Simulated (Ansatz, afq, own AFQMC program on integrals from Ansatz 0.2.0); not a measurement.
# CH$_{5}$, doublet: AFQMC among the cluster methods

```
atom    x (Å)    y (Å)    z (Å)
   H  -1.8667   0.0000   0.0000
   H  -1.1217   0.0000   0.0000
   C   0.2003   0.0000   0.0000
   H   0.2003  -1.0800   0.0000
   H   0.2003   0.5400   0.9353
   H   0.2003   0.5400  -0.9353
```

Basis cc-pVTZ. Noble-gas cores (and the filled d shells of Ga–Kr and In–Xe) are frozen. Ansatz 0.2.0 and our own AFQMC program on the same integrals; the CISD trial comes from CCSD amplitudes, and released means the phaseless constraint is let go. Error bars are statistical, one sigma.

Determinant: UHF, the one that the program's search chose, which needn't be the lowest solution. The geometry is a point of a scan.

No full CI on the walks' own integrals is used here; CCSDT(Q) serves as the reference and is uncertain by about the last step of the cluster series.

```
T1 diagnostic                               : 0.0140
weight of the determinant in the CISD state : 0.915
⟨S²⟩ of the determinant                     : 0.778
size of the correlated space                : 9 electrons in 99 orbitals
```

| level | correlation energy (eV) |
| --- | --- |
| MP2 | -5.6321 |
| CCSD | -6.3498 |
| CCSD(T) | -6.5327 |

Task: Estimate where phaseless AFQMC with a CISD trial lies against CCSD(T) on the same integrals.

Result: 0.73 ± 0.17 mEh below CCSD(T).

Reference: CCSDT(Q), correlation energy -6.555 eV. The released energy is read at 1.62 1/Eh, later times being too noisy (meV from the phaseless value at times in 1/Eh: -1 ± 3 at 0.24, -1 ± 3 at 0.51, -1 ± 3 at 0.99, -3 ± 4 at 1.62, 53 ± 57 at 2.40).

| level | E − E(reference) (mEh) | share of correlation (%) |
| --- | --- | --- |
| CCSD(T) | 0.80 | 99.67 |
| CCSDT | 0.19 | 99.92 |
| ph-AFQMC/CISD | 0.07 ± 0.17 | 99.97 |
| released AFQMC | -0.03 ± 0.14 | 100.01 |

A walk keeps the symmetry of its determinant, which the program's search chose and which needn't be the lowest solution, so a lower state of the same spin and another symmetry isn't excluded. Released energies are given only where the last usable release times agree within the noise; a slower fall can still hide under it.
